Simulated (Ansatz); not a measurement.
`[CH3][MgH]` → H• + `[CH3][Mg]`• at 400 K and 1 bar (homolysis of the H–Mg bond).

Calculated with Ansatz (gas phase, PBE0-D4/def2-TZVP geometries, no zero-point term in ΔE). CBS: MP2 limit from def2 TZ/QZ plus the TZ coupled-cluster correction, frozen cores. This one scheme is used for every species, atoms too. No spin–orbit coupling; open shells (•) take unrestricted orbitals. For Mg outer-core shells are correlated without core-valence functions, so the limit isn't a true one: a few kJ/mol of doubt a bond, and 10 to 20 or more in all where bonds break to atoms.

| species | CCSD(T)/CBS energy (Eh) | H − E (kJ/mol) | S (J/(mol·K)) |
| --- | --- | --- | --- |
| `[CH3][MgH]` | -240.32644 | 123.2 | 270.7 |
| H• | -0.50000 | 8.3 | 120.8 |
| `[CH3][Mg]`• | -239.70577 | 105.3 | 261.1 |

H − E and S are ideal-gas, rigid-rotor, harmonic terms from PBE0-D4/def2-TZVP, with the whole ground term of open shells counted as degenerate. 1 Eh = 2625.50 kJ/mol, R = 8.31446 J/(mol·K).

Problem. By hand: ΔE, ΔH, ΔS and ΔG.

Solution. ΔE = (-0.50000) + (-239.70577) − (-240.32644) = 0.12067 Eh = 316.8 kJ/mol. Δ(H − E) = 8.3 + 105.3 − 123.2 = -9.6, so ΔH = 307.2 kJ/mol. ΔS = 120.8 + 261.1 − 270.7 = 111.2 J/(mol·K). ΔG = 307.2 − 400 × (111.2)/1000 = 262.7 kJ/mol.

Problem. By hand: the equilibrium constant, and the temperature at which ΔG would vanish if ΔH and ΔS stayed fixed.

Solution. log₁₀ K = −ΔG/(RT ln 10) = -34.3. ΔG = 0 at ΔH/ΔS = 2763 K, far beyond where these terms or the molecules hold.

The number of gas molecules changes by +1, which sets the sign of ΔS. A doubt of 5 kJ/mol in ΔE shifts log₁₀ K by 0.7 here. These are equilibria of isolated gas molecules and say nothing of rates. Largest T1 diagnostic: 0.011 (customary marks: 0.02 for closed shells, 0.045 for open ones).
